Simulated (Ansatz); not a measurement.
System: rock-salt HfC. Method: PBEsol-D3(BJ) in Ansatz (PAW).

The run printed, among other lines:

```
Crystal: 2 atoms, lattice volume = 23.960 Å³
Basis set: ecut = 520 eV, 645 PW (Γ), exchange–correlation on 50×50×50 points (8 copies of the dense FFT grid, shifted against one another)
Bands: 19, of which v1, the nominal top of the filled ones, is band 15 counted from 1 (14 counted from 0)
Symmetry: 48 space group operations
Space group: Fm-3m (ITA 225), of the structure as read, at distance tolerance 2.9e-5 Å
k-points: 256 of 8000
Functional: x = pbesol(κ = 0.804, μ = 0.12345679012345678), c = pbesol(β = 0.046)
SCF iter   1: F=—  HF=-15847.476242 eV  |F-HF|=—  |Δ(HF+E_count)|=         —  Δρ=9.40e-3  dr2=2.62e-2
SCF iter   2: F=—  HF=-15847.470066 eV  |F-HF|=—  |Δ(HF+E_count)|=   6.18e-3  Δρ=3.11e-3  dr2=2.81e-3
  ...
SCF iter   8: F=—  HF=-15847.469481 eV  |F-HF|=—  |Δ(HF+E_count)|=   1.49e-9  Δρ=1.15e-6  dr2=1.67e-10
SCF iter   9: F=-15847.469481 eV  HF=-15847.469481 eV  |F-HF|=4.00e-11  |Δ(HF+E_count)|=  8.00e-11  Δρ=3.99e-7  dr2=3.24e-11
SCF 1 converged in 9 iterations: F = -15847.469481 eV  dr2 = 3.24e-11
SCF converged after 9 iterations
Free energy (F): -15847.469481 eV
Internal energy: -15847.467424 eV  (E = F + TS)
E sigma→0 (E₀):  -15847.468453 eV
Fermi energy:    21.057419 eV
--- Forces (eV/Å), atoms counted from 1 ---
  atom   1  Hf    -0.00000000     0.00000000     0.00000000
  atom   2  C      0.00000000     0.00000000     0.00000000
--- Stress (GPa, compression-positive) ---
        0.000076       0.000000      -0.000000
        0.000000       0.000076       0.000000
        0.000000      -0.000000       0.000076
  P = ⅓ Tr σ = 0.0001 GPa (0.001 kbar)
```

Question: Write an input file that could have produced this run (the log leaves some choices open).

Answer: This is not unique; one that fits is 
Ansatz 0.2 input:
```yaml
crystal:
  lattice:
    - [0.0, 2.2881440261, 2.2881440261]
    - [2.2881440261, 0.0, 2.2881440261]
    - [2.2881440261, 2.2881440261, 0.0]
  atoms:
    - { symbol: Hf, position: [0.0, 0.0, 0.0] }
    - { symbol: C, position: [0.5, 0.5, 0.5] }
basis:
  ecutwfc: 520
  ecutrho_ratio: 4
  xc_grid: 2
kpoints:
  mp_grid: { grid: [20, 20, 20] }
hamiltonian:
  xc: pbesol
  dispersion: d3bj
  pseudopotentials: { kind: paw }
scf:
  occupations: { method: fermi_dirac, width: 0.05 }
  convergence: { dr2_threshold: 0.0000000002 }
output:
  forces: true
  stress: true
  eigenvalues: true
```

The PAW data were made under PBE.

Cost on a shared machine: around 9 core-seconds (rough).

Ansatz is a quantum-chemistry and plane-wave program.
